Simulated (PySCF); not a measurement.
SMILES N#[NH+] (charge +1) (B3LYP/def2-SVP optimised geometry):

```
3

N      1.071     0.000     0.000
N     -0.025     0.000     0.000
H     -1.071     0.000     0.000
```

Level of theory: B3LYP/def2-TZVP run with PySCF.

Problem. What are the frontier orbital energies?

Solution. HOMO-2 -22.58 eV, HOMO-1 -22.58 eV, HOMO -22.02 eV, LUMO -10.55 eV, LUMO+1 -10.55 eV.

On the same geometry PBE/def2-TZVP (PySCF) gives HOMO-2 -21.30 eV, HOMO-1 -21.30 eV, HOMO -20.26 eV, LUMO -11.60 eV, LUMO+1 -11.60 eV.

Meta-Löwdin charges at B3LYP/def2-TZVP: N1 0.35, N2 0.23, H3 0.42.
